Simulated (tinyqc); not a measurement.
Worked calculation: Hueckel theory of the pi electrons with the omega technique, for the molecule NC=CC=O (SMILES; centres numbered as the heavy atoms are written). One step of it, computed by the program tinyqc.

Problem. Omega technique, round 1. h_r = h_r(0) + omega q_r, omega = 1, with q_r = z_r - P_rr; 0.5 of the old diagonal is kept.

Hueckel matrix in units of beta (H = alpha + beta A), lower triangle:
```
          1N        2C        3C        4C        5O
1N  1.500000
2C  0.800000  0.000000
3C  0.000000  1.000000  0.000000
4C  0.000000  0.000000  1.000000  0.000000
5O  0.000000  0.000000  0.000000  1.000000  1.000000
```

charge and bond-order matrix P, lower triangle:
```
           1N         2C         3C        4C        5O
1N   1.835583
2C   0.449988   0.722887
3C  -0.215175   0.751267   1.139761
4C  -0.171737   0.244734   0.578137  0.706556
5O   0.153357  -0.310519  -0.188471  0.700185  1.595213
```

Centres:
```
centre  z_r, pi electrons of the neutral centre         h
1N                                            2  1.500000
2C                                            1  0.000000
3C                                            1  0.000000
4C                                            1  0.000000
5O                                            1  1.000000
```

Give: matrix after round 1.

Solution.

matrix after round 1, lower triangle:
```
        1N      2C       3C      4C      5O
1N  1.5822
2C  0.8000  0.1386
3C  0.0000  1.0000  -0.0699
4C  0.0000  0.0000   1.0000  0.1467
5O  0.0000  0.0000   0.0000  1.0000  0.7024
```
